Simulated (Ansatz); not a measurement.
This geometry of H + H4Si (6 atoms, charge 0, multiplicity 2) is a first-order saddle point.

These are results of UKS PBE-D4/def2-SVP in Ansatz, not measurements.

```xyz
6
Properties=species:S:1:pos:R:3
Si 0.000 0.000 -0.040
H 0.000 0.000 1.494
H 1.420 0.000 -0.532
H -0.710 1.230 -0.533
H -0.710 -1.230 -0.533
H 0.000 0.000 3.065
```

(1) Which two structures does it join? (They come from a converged band through this point; their orientation in space is the band's.)

(2) How far does it lie above each of them?

## Answers

(1) Bonds broken: Si1–H2. Bonds formed: H2–H6. H + H4Si becomes H2 + H3Si.

Image 0:

```xyz
6
Properties=species:S:1:pos:R:3
Si 0.000 0.000 -0.232
H 0.000 0.000 1.271
H 1.417 0.000 -0.733
H -0.708 1.227 -0.733
H -0.708 -1.227 -0.733
H 0.000 0.000 4.083
```

Image 6:

```xyz
6
Properties=species:S:1:pos:R:3
Si 0.001 0.000 -0.469
H 0.000 0.000 2.686
H 1.436 0.000 -0.919
H -0.717 1.243 -0.918
H -0.717 -1.243 -0.918
H 0.000 0.000 3.458
```

(2) 0.7 kcal/mol above the first and 12.7 kcal/mol above the second. This is the barrier of this one path; another mechanism may lie lower.

Run time: 32 s on 1 thread of Arm Neoverse V2, with other jobs on the host, peak memory 0.099 GiB.
